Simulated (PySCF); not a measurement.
Working out the ionisation energy of Ar

Ar [Ar] (1S) → Ar⁺ [Ne] 3s2 3p5 (2P). Computed with PySCF 2.14 in aug-cc-pVTZ-DK, with the spin-free X2C one-electron Hamiltonian (Gaussian nucleus). Frozen: [Ne]. Energies in hartree (1 hartree = 27.21139 eV):

```csv
part,Ar (lower),Ar⁺ (upper)
UHF,-528.621640,-528.087016
MP2 opposite-spin,-0.158266,-0.129392
MP2 same-spin,-0.052834,-0.038477
```

Problem. What does Hartree-Fock give?

Solution. (-528.087016) − (-528.621640) = 0.534624 hartree = 14.548 eV.

Problem. What do MP2 and SCS-MP2 (6/5 opposite-spin, 1/3 same-spin) give?

Solution. The opposite-spin parts differ by 0.786 eV and the same-spin parts by 0.391 eV. MP2: 14.548 + (0.786) + (0.391) = 15.725 eV. SCS-MP2: 14.548 + 1.2 × (0.786) + (0.391)/3 = 15.622 eV.

Measured between the centres of the two terms (NIST): 15.819 eV, so MP2 (valence) is off by -0.094 eV.

What remains against the reference includes basis incompleteness, the frozen core and correlation beyond second order.
